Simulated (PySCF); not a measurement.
Molecule: difluoroacetylene, C2F2.

Geometry (Å), atoms numbered from 1 in this order:
```xyz
4

F    -1.4171   -1.1728    0.1522
C    -0.4515   -0.3736   -0.1001
C     0.4515    0.3736   -0.3357
F     1.4171    1.1728   -0.5881
```

Geometry PBE0-D3(BJ)/def2-SVP throughout; GIAO in PySCF, gas phase, one conformer, non-relativistic; equivalent atoms averaged; basis pcSseg-2.

Question: How do the absolute shieldings σ depend on the functional? (ppm; last column core-seconds on shared hosts with different chips, so compare them loosely)

Answer: 
```csv
functional,kind,F1/F4,C2/C3,core-s
HF,Hartree–Fock,483.1,146.9,1.6
LDA,LDA,458.5,122.9,3.8
PBE,GGA,454.7,125.9,4.3
BLYP,GGA,456.2,122.8,4.4
BP86,GGA,455.5,126.1,4.6
OPBE,GGA,450.8,132.4,4.7
KT2,GGA,460.3,132.5,5.3
KT3,GGA,456.1,133.1,4.2
B97-D,GGA,456.0,128.3,4.4
B3LYP,global hybrid,461.6,127.9,3.5
PBE0,global hybrid,461.1,132.0,3.3
mPW1PW91,global hybrid,460.2,131.6,3.5
WP04,global hybrid,449.1,123.9,4.6
B97-2,global hybrid,459.7,132.8,4.1
BHandHLYP,global hybrid,470.1,135.1,4.4
CAM-B3LYP,range-separated hybrid,467.7,130.2,5.7
wB97X-D,range-separated hybrid,462.5,132.2,4.5
LC-wPBE,range-separated hybrid,466.3,133.4,6.9
```

Question: Which nucleus moves most, in ppm?

Answer: F1/F4 (fluorine bonded to C): from 449.1 ppm with WP04 to 483.1 ppm with HF. The smallest spread is 24.1 ppm, at C2/C3.
